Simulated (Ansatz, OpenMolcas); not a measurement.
BCl (SMILES [B]Cl): the energy, rung by rung

The species is BCl (2 atoms), meant as a singlet with charge 0. SMILES: `[B]Cl`. The shape is that of a GFN2-xTB optimisation.

```
atom   x (Å)   y (Å)   z (Å)
   B  0.0000  0.0000  0.0000
  Cl  0.0000  0.0000  1.5785
```

Quantity: the energy change with the B1–Cl2 bond stretched from 1.579 to 2.577 Å, in eV. The values are calculated.

```json
{"level": "HF/STO-3G (restricted)", "kind": "Hartree–Fock", "program": "Ansatz", "value (eV)": "2.28", "less FCI/STO-3G": "+0.47", "CPU time (all runs)": "0.13 s"}
{"level": "M06-2X/STO-3G (restricted)", "kind": "hybrid meta-GGA", "program": "OpenMolcas", "value (eV)": "2.00", "less FCI/STO-3G": "+0.19", "CPU time (all runs)": "5.4 s"}
{"level": "B2PLYP/STO-3G (restricted)", "kind": "double hybrid", "program": "Ansatz", "value (eV)": "1.89", "less FCI/STO-3G": "+0.08", "CPU time (all runs)": "1 s"}
{"level": "CASPT2(2,2)/STO-3G", "kind": "multireference", "program": "OpenMolcas", "value (eV)": "2.19", "less FCI/STO-3G": "+0.38", "CPU time (all runs)": "3.3 s"}
{"level": "MRCI(2,2)/STO-3G", "kind": "multireference", "program": "OpenMolcas", "value (eV)": "1.80", "less FCI/STO-3G": "-0.01", "CPU time (all runs)": "3.5 s"}
{"level": "CCSDT(Q)/STO-3G (restricted)", "kind": "coupled cluster or CI", "program": "Ansatz", "value (eV)": "1.80", "less FCI/STO-3G": "-0.01", "CPU time (all runs)": "0.64 s"}
{"level": "CISD/STO-3G (restricted)", "kind": "coupled cluster or CI", "program": "OpenMolcas", "value (eV)": "1.89", "less FCI/STO-3G": "+0.08", "CPU time (all runs)": "3.5 s"}
{"level": "FCI/STO-3G", "kind": "exact in the basis", "program": "Ansatz", "value (eV)": "1.81", "less FCI/STO-3G": "0.00", "CPU time (all runs)": "0.33 s"}
```

FCI/STO-3G is exact within its basis and frozen core, so for wave-function methods in that basis the difference is their error; functionals converge differently with the basis, so for them it is only a difference. The first shape isn't each level's own minimum. The values span 1.80 to 2.28 eV. All rows use very small basis sets, so even the best lies far from the true value. Times are those of the runs behind each value, whatever else they computed, on shared processors of several kinds: orders of magnitude only.
